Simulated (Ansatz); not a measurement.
Rock-salt BaS, treated with r²SCAN+SOC in Ansatz (PAW).

Numerical settings: plane-wave cutoff 560 eV, 10×10×10 k mesh, Fermi–Dirac smearing 0.01 eV, PAW data made under PBE.

Energies at three volumes about the minimum:

```json
[
 {"V (Å³/atom)": "32.484", "E − E_lowest (meV/atom)": "1.91"},
 {"V (Å³/atom)": "33.147", "E − E_lowest (meV/atom)": "0.00"},
 {"V (Å³/atom)": "33.810", "E − E_lowest (meV/atom)": "1.78"}
]
```

### Question
Fit a parabola by hand: where is the minimum, what lattice constant follows, and what is the bulk modulus?

### Answer
Slopes: (0.00 − 1.91)/(33.147 − 32.484) = -2.881 and (1.78 − 0.00)/(33.810 − 33.147) = 2.685 meV/Å³. Curvature E″ = 2 × (2.685 − (-2.881))/(33.810 − 32.484) = 8.395 meV/Å⁶. From the middle of the first interval, the slope vanishes at V0 = 32.8155 − (-2.881)/8.395 = 33.159 Å³/atom. B = V0 E″ = 33.159 × 8.395 meV/Å³ × 0.1602 GPa per meV/Å³ = 44.6 GPa. With 8 atoms in the cube, a = (8 × 33.159)^(1/3) = 6.425 Å. The full Birch–Murnaghan fit to all volumes gives V0 = 33.147 Å³/atom and B0 = 44.5 GPa.

Measured, for comparison: lattice constant a 6.389 Å (room temperature, not corrected to a static lattice; as tabulated in Lucero et al. (2012), arXiv:1111.4515).

Ansatz is a quantum-chemistry and plane-wave program.
